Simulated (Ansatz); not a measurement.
**Question.** Name a neutral molecule of C, Cl, N, O and H with LUMO energy (PBE0/def2-TZVPP) between 0.20 and 0.50 eV and HOMO energy (B3LYP/def2-TZVPP) between -8.20 and -7.90 eV (Ansatz, PBE0-D4/def2-TZVP geometry).

**Answer.** `COC(=N)Cl` (0.31 eV, -8.04 eV). Other molecules can fit too; these were computed, each in one conformer that needn't be the lowest.

B3LYP here is the variant with VWN-RPA as its local correlation; programs differ in this.
